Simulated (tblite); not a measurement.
Write Cartesian coordinates for `[CH2][C@H](C)NC` [radical] as optimised with GFN2-xTB. (Doublet state.)

```xyz
15
C4H10N angstrom
C     -0.6545    1.4280   -0.1616
C     -0.4087   -0.0096   -0.3771
C     -1.6710   -0.8491   -0.1950
N      0.6030   -0.5033    0.5839
C      1.9754   -0.1523    0.2996
H      0.0262    2.1618   -0.5505
H     -1.3296    1.7388    0.6143
H      0.0113   -0.1905   -1.3733
H     -2.4062   -0.5843   -0.9501
H     -1.4287   -1.9042   -0.2848
H     -2.1013   -0.6735    0.7881
H      0.3483   -0.2072    1.5220
H      2.1863    0.9250    0.3294
H      2.2319   -0.5261   -0.6920
H      2.6132   -0.6456    1.0329
```

Orientation and origin are arbitrary. Atoms count from 1 in this order. C1 (carbon bonded to C and 2 H) is almost planar (angles 120.5°, 119.5° and 117.5°, sum 357.5°, 0.11 Å off the plane of its three neighbours). Of the pairs four or more bonds apart, H8···H14 is among the closest relative to their van der Waals radii: 2.35 Å, 98 % of the sum of Bondi's values. N4 (nitrogen bonded to 2 C and H) is pyramidal (angles 116.1°, 110.4° and 109.3°, sum 335.9°, 0.37 Å off the plane of its three neighbours). The 2 C–C bonds span 1.474 Å (C1–C2, drawn single) to 1.527 Å (C2–C3, drawn single), a spread of 0.053 Å.

Bonds between heavy atoms (Å): C1–C2 1.474, C2–C3 1.527, C2–N4 1.480, N4–C5 1.445.

The geometry is computed with GFN2-xTB (gas phase). This method treats the open shell by occupation alone, without spin polarisation.

Point group: C1 (no symmetry element, even within 0.4 Å). Its GFN2-xTB frequencies are all real (lowest 71 cm⁻¹). Torsions: H–C1–C2–C3 -160° and 38°, C1–C2–N4–C5 -76°.

One conformer stands for the species.
